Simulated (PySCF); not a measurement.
C₄H₈O (charge +1 and doublet state).
Z-matrix (Å and degrees, GFN2-xTB geometry), rows numbered from 1:
```
C 
C   1  1.4499
C   2  1.3699  1  124.30
C   3  1.4660  2  123.75  1   179.39
O   4  1.3738  3  114.13  2    -0.95
H   1  1.0967  2  110.24  3  -128.78
H   1  1.0866  2  113.63  3    -3.75
H   1  1.0985  2  109.55  3   119.52
H   2  1.0845  1  117.93  3  -179.79
H   3  1.0826  2  120.39  1    -0.80
H   4  1.1137  3  108.20  2  -126.41
H   4  1.1144  3  107.94  2   124.17
H   5  0.9670  4  112.53  3  -179.42
```

The hyperfine couplings belong to this conformer and change with its torsions.

The species is `C[CH+][CH]CO` [radical] (charge +1).

Method: PySCF 2.14.0, UKS B3LYP, pcH-1 on C H O, non-relativistic, mean-field spin-orbit, GIAO. One conformer (not necessarily the lowest) at the GFN2-xTB geometry, without solvent, vibrations or thermal averaging. A GFN2-xTB geometry isn't a minimum of the functional, and hyperfine couplings can be far from their values at a DFT geometry, by a factor of two or more for some ions and for spin on atoms past the first row. No stability test was run, so a lower SCF solution isn't excluded.

(1) Match the computed a_iso(13C) values -28.2, +17.9, -16.0, +13.9 MHz with the sites C1; C2; C3; C4.

(2) Match the computed a_iso(1H) values +215.1, +78.2, -25.5, -22.4, -7.3 MHz (means over equivalent nuclei) with the sites H6/H7/H8; H9; H10; H11/H12; H13.

Results:

(1) 
```tsv
site	a_iso (MHz)	ρ(0) (bohr⁻³)	position	distance from C2 (Å)	spin population	largest |T| (MHz)
C1	-16.0	-0.0142	1 bond from C2	1.45	-0.01	8.6
C2	+17.9	+0.0159	largest spin population	0.00	+0.39	62.8
C3	+13.9	+0.0123	a main spin site	1.37	+0.34	58.3
C4	-28.2	-0.0250	1 bond from C3	2.50	-0.03	12.6
```

(2) 
```
    site  a_iso (MHz)  ρ(0) (bohr⁻³)         position  distance from C2 (Å)  bound to  spin population there  largest |T| (MHz)
H6/H7/H8        +78.2        +0.0175  2 bonds from C2                  2.11        C1                  -0.01                7.3
      H9        -25.5        -0.0057   1 bond from C2                  1.08        C2                  +0.39               18.1
     H10        -22.4        -0.0050   1 bond from C3                  2.13        C3                  +0.34               17.9
 H11/H12       +215.1        +0.0481  2 bonds from C3                  3.23        C4                  -0.03               11.3
     H13         -7.3        -0.0016  3 bonds from C3                  3.76        O5                  +0.09               10.5
```

ρ(0) is the spin density at the nucleus and T the dipolar tensor; entries for several nuclei are means. The Mulliken spin populations are largest on C2 (+0.39), C3 (+0.34), O5 (+0.09) and H12 (+0.08). Main spin sites, with 60 % or more of the largest population: C2, C3; positions count bonds from the nearest.

Means are taken over nuclei equivalent by connectivity, which assumes that they swap fast. The three 1H nuclei of mean +78.2 MHz run from -0.9 to 129.8 MHz in the frozen geometry.

The SMILES `C[CH+][CH]CO` draws the unpaired electron on C3, whose computed spin population is only +0.34.
